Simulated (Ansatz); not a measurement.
**N, quartet: reading a ladder of total energies**

A free N atom.

Basis aug-cc-pVTZ; Ansatz 0.2.0. Correlated methods freeze the noble-gas cores, which leaves 5 electrons in 45 orbitals. R marks a restricted (for open shells ROHF) determinant, U an unrestricted one.

Full CI isn't at hand for all of this; UCCSDT(Q) serves as the reference, and is uncertain by about the last step of the cluster series.

Runs differ by some tens of microhartree through their thresholds and, for an open shell, their frozen cores, so steps under 0.03 kcal/mol mean nothing.

| level | total energy (hartree) |
| --- | --- |
| UHF | -54.401162 |
| UMP2 | -54.498647 |
| UCCSD | -54.514367 |
| UCCSD(T) | -54.516924 |
| UCCSDT | -54.517292 |
| UCCSDT(Q) | -54.517339 |

Question: What is the correlation energy at UCCSDT(Q), and what share of it do UMP2 and UCCSD(T) recover?

Answer: E(corr) = -54.517339 − (-54.401162) = -0.116177 hartree = -3.161 eV. UMP2: -0.097485 / -0.116177 = 83.91 %. UCCSD(T): -0.115762 / -0.116177 = 99.64 %.

Question: By how many kcal/mol does UCCSD(T) miss UCCSDT(Q) (1 hartree = 627.509 kcal/mol), and which steps make up the rest?

Answer: -54.516924 − (-54.517339) = 0.000415 hartree = 0.26 kcal/mol. Steps: UCCSDT − UCCSD(T) = -0.23, UCCSDT(Q) − UCCSDT = -0.03 kcal/mol. That is within 1 kcal/mol of the reference in this basis, which itself misses far more of the correlation at the basis-set limit.
